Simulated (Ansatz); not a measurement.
**Counterpoise correction, worked out**

The pair of OH⁻ (SMILES [OH-], atoms 1–2) and SiH$_{3}$F (SMILES [SiH3]F, atoms 3–7), both closed shells, in one local arrangement (a lower one may exist), relaxed at PBE0-D4/def2-TZVPD:

```
atom    x (Å)    y (Å)    z (Å)
  O1   0.4012  -0.7171  -1.2567
  H2  -0.2609  -0.4705  -1.9057
 Si3   0.0429   0.0767   0.3115
  F4  -0.2121   0.7990   1.8819
  H5   0.0936   1.4678  -0.2932
  H6  -1.3350  -0.5529   0.4038
  H7   1.2703  -0.6031   0.8585
```

Program: Ansatz 0.2.0. Basis: def2-TZVPPD. Cores are frozen in the correlated methods.

CCSD(T) total energies in eV:

| system | geometry | basis functions | energy |
| --- | --- | --- | --- |
| pair | pair | all | -12692.65823 |
| OH⁻ | as in the pair | all (partner as ghosts) | -2060.14699 |
| SiH$_{3}$F | as in the pair | all (partner as ghosts) | -10628.87050 |
| OH⁻ | as in the pair | its own | -2060.08325 |
| SiH$_{3}$F | as in the pair | its own | -10628.83579 |
| OH⁻ | free (PBE0-D4 minimum) | its own | -2060.08428 |
| SiH$_{3}$F | free (PBE0-D4 minimum) | its own | -10630.13470 |

Q: Work out the interaction energy with and without the counterpoise correction, the superposition error, and the binding energy from the relaxed fragments.

A: Without correction: -12692.65823 − (-2060.08325) − (-10628.83579) = -3.73919 eV.
With correction (each fragment in the whole basis): -12692.65823 − (-2060.14699) − (-10628.87050) = -3.64074 eV = -83.96 kcal/mol.
The superposition error is the difference, 0.09845 eV, 3 % of the uncorrected value: each fragment borrows its partner's functions.
Deformation from the free shapes: 0.00103 eV for OH⁻ and 1.29891 eV for SiH$_{3}$F.
Binding energy from relaxed fragments: -3.64074 + 0.00103 + 1.29891 = -2.34080 eV = -53.98 kcal/mol (electronic, without zero-point energy; negative means bound). The deformation is large: the pair is on the way to a chemical bond or a shared proton. For comparison, the corrected interaction energy by CCSD(T) at an estimated basis limit (MP2 extrapolated from triple and quadruple zeta, plus CCSD(T) − MP2 in triple zeta) is -3.765 eV; triple zeta with the correction binds less.

No T1 diagnostic of these runs exceeds 0.026.

For scale, one of the runs: CCSD(T)/def2-TZVPPD, 196 basis functions, launched by `ansatz run in.yaml --threads 2 --pin off --events-out ev --progress --plain --max-ram 5222MiB`. Time: 53 s of wall clock on 2 CPU threads of an Arm Neoverse V1; the host was shared. Peak host memory: 2.3 GiB.
